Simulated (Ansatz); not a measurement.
**CF (doublet): from Hartree-Fock to the top rungs, cc-pVTZ**

An exercise on one series of results from a longer session: the logs are not shown, and one member is left open.

The runs use Ansatz 0.2.0, Gaussian basis; cc-pVTZ, core rule «outside noble gas», up to 2 orbitals frozen.

The runs, in order: UHF; CCSD(T) on ROHF; CCSD(T) on UHF; BCCD(T) on ROHF; CISD; CCSDT(Q) on ROHF; CCSDT(Q) on UHF; CASSCF and MRCISD+Q, 11 electrons in 8 orbitals; CASSCF and NEVPT2, 11 electrons in 8 orbitals.

5 further runs of the same task are left out: 5 set aside as unsound or not needed.

### The system

The geometry is a PBE0/def2-TZVP stationary point (not a proven minimum) of the parent state, kept for this charge and spin.

2 atoms, charge 0, spin multiplicity 2.

Atoms are counted from 1 here; the program's logs count them from 0.

Bond lengths: C1–F2 1.316 Å.

Set-up of the first run:

The input, in.yaml:

```yaml
crystal:
  periodic: [false, false, false]
  atoms:
    - {symbol: C, position_ang: [0.000000, 0.000000, 0.000000]}
    - {symbol: F, position_ang: [0.000000, 0.000000, 1.315900]}
basis:
  gaussian: {orbitals: cc-pVTZ}
magnetization: {spin_polarized: true, initial_magnetization: 1}
hamiltonian: {xc: hf}
output: {orbitals: {seedname: orbitals}}
```

On the command line:

```sh
> ansatz run in.yaml --threads 1 --pin off --events-out ev --progress --plain --max-ram 3968MiB --backend cpu
```

Among the steps run: UHF; CCSD(T) on ROHF; CCSD(T) on UHF; BCCD(T) on ROHF; CISD; CCSDT(Q) on ROHF; CCSDT(Q) on UHF; CASSCF and MRCISD+Q, 11 electrons in 8 orbitals; CASSCF and NEVPT2, 11 electrons in 8 orbitals.

One of the session's tables, all rows but one given; the rest of the session is left out.

```
          method  from UCCSDT(Q) (kcal/mol)
            ROHF                    +243.53
             UHF                    +240.16
            RMP2                          ?
            UMP2                     +18.21
            CISD                     +24.14
           RCCSD                      +9.28
           UCCSD                      +9.20
        RCCSD(T)                      +0.77
        UCCSD(T)                      +0.78
         BCCD(T)                      +0.63
          RCCSDT                      +0.40
          UCCSDT                      +0.38
       RCCSDT(Q)                      +0.18
       UCCSDT(Q)                          0
  CASSCF valence                    +196.51
  NEVPT2 valence                     +33.41
  MRCISD valence                     +15.32
MRCISD+Q valence                      +3.69
```

**Question.** Estimate the row for RMP2.

The run gave: from UCCSDT(Q) (kcal/mol): +17.71. In the column «from UCCSDT(Q) (kcal/mol)» it lies between MRCISD valence (+15.32) and UMP2 (+18.21).

Limits of these values: Restricted and unrestricted rows rest on different reference determinants; where their highest levels disagree by more than a few hundredths of an eV, they describe different states and don't form one ladder.
